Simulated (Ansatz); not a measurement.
**BH3Cl (doublet): wave-function methods side by side at distance Cl1–H2 along a hydrogen transfer = 1.458 Å, cc-pVDZ**

How much of the correlation energy of BH3Cl (doublet) does each wave-function method recover here?

Method: cc-pVDZ, core rule «outside noble gas», up to 6 orbitals frozen; program: Ansatz 0.2.0, Gaussian basis.

To be run: UHF; CCSD(T) on ROHF; CCSD(T) on UHF; BCCD(T) on ROHF; CISD; CCSDT(Q) on ROHF; CCSDT(Q) on UHF; CASSCF and MRCISD+Q, 3 electrons in 3 orbitals; CASSCF and NEVPT2, 3 electrons in 3 orbitals.

15 further runs of the same task are left out: 9 for a known fault of the program, 4 that didn't finish, 2 set aside as unsound or not needed.

## Step 1: The system

The geometry derives from fragments relaxed apart (PBE0/def2-TZVP) and kept rigid, so it is no stationary point. A hydrogen atom is moved between rigid fragments.

5 atoms, charge 0, spin multiplicity 2.

Atoms are counted from 1 here; the program's logs count them from 0.

Bond lengths: Cl1–H2 1.458 Å, H2–B3 1.305 Å, B3–H4 1.191 Å, B3–H5 1.191 Å. Angles: Cl1–H2–B3 180.0°, H2–B3–H4 115.3°, H2–B3–H5 115.3°, H4–B3–H5 129.4°.

## Step 2: UHF

The input, in.yaml:

```yaml
crystal:
  periodic: [false, false, false]
  atoms:
    - {symbol: Cl, position_ang: [-0.769693, 0.000000, 0.000000]}
    - {symbol: H, position_ang: [0.688307, 0.000000, 0.000000]}
    - {symbol: B, position_ang: [1.993307, 0.000000, 0.000000]}
    - {symbol: H, position_ang: [2.502380, 0.000000, 1.077008]}
    - {symbol: H, position_ang: [2.502380, 0.000000, -1.077008]}
basis:
  gaussian: {orbitals: cc-pVDZ}
magnetization: {spin_polarized: true, initial_magnetization: 1}
hamiltonian: {xc: hf}
output: {orbitals: {seedname: orbitals}}
```

Run with:

```console
$ ansatz run in.yaml --threads 1 --pin off --events-out ev --progress --plain --max-ram 2393MiB
```

Further steps of the session: CCSD(T) on ROHF; CCSD(T) on UHF; BCCD(T) on ROHF; CISD; CCSDT(Q) on ROHF; CCSDT(Q) on UHF; CASSCF and MRCISD+Q, 3 electrons in 3 orbitals; CASSCF and NEVPT2, 3 electrons in 3 orbitals.

**Question.** What will the summary of the whole plan be? Wanted: UCCSDT(Q) below the RHF energy; RMP2 from UCCSDT(Q); UMP2 from UCCSDT(Q); RCCSD from UCCSDT(Q); RCCSD(T) from UCCSDT(Q); UCCSD(T) from UCCSDT(Q); RCCSDT(Q) from UCCSDT(Q); NEVPT2 pair from UCCSDT(Q); MRCISD+Q pair from UCCSDT(Q).

The runs gave:

| quantity | value |
| --- | --- |
| UCCSDT(Q) below the RHF energy | -7.4408 eV |
| RMP2 from UCCSDT(Q) | +1089.2 meV |
| UMP2 from UCCSDT(Q) | +1156.9 meV |
| RCCSD from UCCSDT(Q) | +167.2 meV |
| RCCSD(T) from UCCSDT(Q) | +30.5 meV |
| UCCSD(T) from UCCSDT(Q) | +31.1 meV |
| RCCSDT(Q) from UCCSDT(Q) | +0.4 meV |
| NEVPT2 pair from UCCSDT(Q) | +1131.0 meV |
| MRCISD+Q pair from UCCSDT(Q) | +47.3 meV |
| levels within 1 kcal/mol (43 meV) | RCCSD(T), UCCSD(T), BCCD(T), RCCSDT, UCCSDT, RCCSDT(Q) |
| T1 diagnostic | 0.015 |

RCCSD(T) misses by +30.5 meV, 0.4 % of the correlation energy. Of the multireference levels listed MRCISD+Q pair comes nearest in total energy (+47.3 meV), which doesn't show that its space is the better one. These misses are within one basis, not against nature; the frozen cores of restricted and unrestricted runs differ, which can shift their rows.
